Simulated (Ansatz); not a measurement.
```yaml
crystal:
  periodic: [false, false, false]
  atoms:
    - {symbol: F, position_ang: [2.239489, 0.559888, -0.646798]}
    - {symbol: C, position_ang: [1.064587, 0.129286, -0.241707]}
    - {symbol: C, position_ang: [0.651217, -0.908943, 0.476149]}
    - {symbol: C, position_ang: [-0.795797, -0.472441, 0.367724]}
    - {symbol: C, position_ang: [-0.280980, 0.689855, -0.529846]}
    - {symbol: Cl, position_ang: [-0.600901, 2.339358, 0.051292]}
    - {symbol: H, position_ang: [1.134951, -1.758225, 0.936599]}
    - {symbol: H, position_ang: [-1.247388, -0.115582, 1.293941]}
    - {symbol: H, position_ang: [-1.475455, -1.164205, -0.135660]}
    - {symbol: H, position_ang: [-0.606724, 0.649708, -1.568794]}
basis:
  gaussian: {orbitals: def2-SVP}
total_charge: -1
magnetization: {spin_polarized: true, initial_magnetization: 2}
hamiltonian: {xc: {name: B2GP-PLYP}, pseudopotentials: {relativity: scalar}}
accuracy: high
output: {forces: true}
```

```sh
$ ansatz run in.yaml --threads 4 --pin off --events-out ev --progress --plain --max-ram 10444MiB
```

Shortened log:

```
Error: a molecule whose nuclei and cores have a total charge of 54 cannot have a net charge of -1 together with 2 unpaired electrons
```

Task: What is wrong with this run?

Result: The number of unpaired electrons doesn't fit the electron count. The input was rejected before any iteration.
